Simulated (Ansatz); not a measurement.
The input, for Ansatz 0.2.0:

```yaml
crystal:
  periodic: [false, false, false]
  atoms:
    - {symbol: C, position_ang: [-0.018381, -0.773290, 1.623474]}
    - {symbol: P, position_ang: [-0.019214, 0.538053, 0.644037]}
    - {symbol: P, position_ang: [0.028750, -0.203185, -1.359574]}
    - {symbol: H, position_ang: [-0.074027, -1.075805, 2.642850]}
basis:
  gaussian: {orbitals: def2-SVP}
magnetization: {spin_polarized: false, initial_magnetization: 3}
correlation: {method: ccsd_t, frozen_orbitals: {C: 20}}
accuracy: high
scf: {lower_state_search: off}
output: {forces: true}
```

```sh
$ ansatz run in.yaml --threads 1 --pin off --events-out ev --progress --plain --max-ram 2393MiB
```

Q: How does this run end?

A: Refused. The input was made wrong on purpose (wrong frozen-orbital counts), so the run isn't a sound calculation of what was asked.
```
these checks for a lower state are left out or cut short: starts, cluster_reference, orbital_swaps, neighbouring_geometries, increment
Error: "frozen_orbitals" has no count for P
```
